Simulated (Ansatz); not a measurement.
hcp Os, treated with PBE-D4 (PAW; Ansatz, an electronic-structure program).

Run with plane-wave cutoff 520 eV, 24×24×14 k mesh (along the axes of the cell as run), Fermi–Dirac smearing 0.05 eV, no spin polarisation, scalar-relativistic PAW data made under PBE.

Cell (relaxed at this level):

```cif
data_Os2
_chemical_formula_sum 'Os2'
_space_group_name_H-M_alt 'P63/mmc'
_space_group_IT_number 194
_space_group_name_Hall '-P 6c 2c'
_cell_length_a 2.73730
_cell_length_b 2.73730
_cell_length_c 4.32247
_cell_angle_alpha 90.000
_cell_angle_beta 90.000
_cell_angle_gamma 120.000
loop_
_atom_site_label
_atom_site_type_symbol
_atom_site_symmetry_multiplicity
_atom_site_Wyckoff_symbol
_atom_site_fract_x
_atom_site_fract_y
_atom_site_fract_z
_atom_site_occupancy
Os1 Os 2 c 0.33333 0.66667 0.25000 1
```

Task: Give the computed bulk modulus and pressure derivative B′ of the bulk modulus.

Result: 
- bulk modulus: 419 GPa
- pressure derivative B′ of the bulk modulus: 4.8

The run finds no gap.

Measured, for comparison: bulk modulus 425 GPa (zero-point energy and finite temperature contributions removed; as tabulated in doi:10.1021/acs.jctc.3c00612). Computed (rounded) less measured: bulk modulus -1 %.

Note: the bulk modulus comes from volumes at which shape and atoms were relaxed.

Spin–orbit coupling is not included.

Computed values are for the static lattice.

The result took around 8 core-minutes (rough).
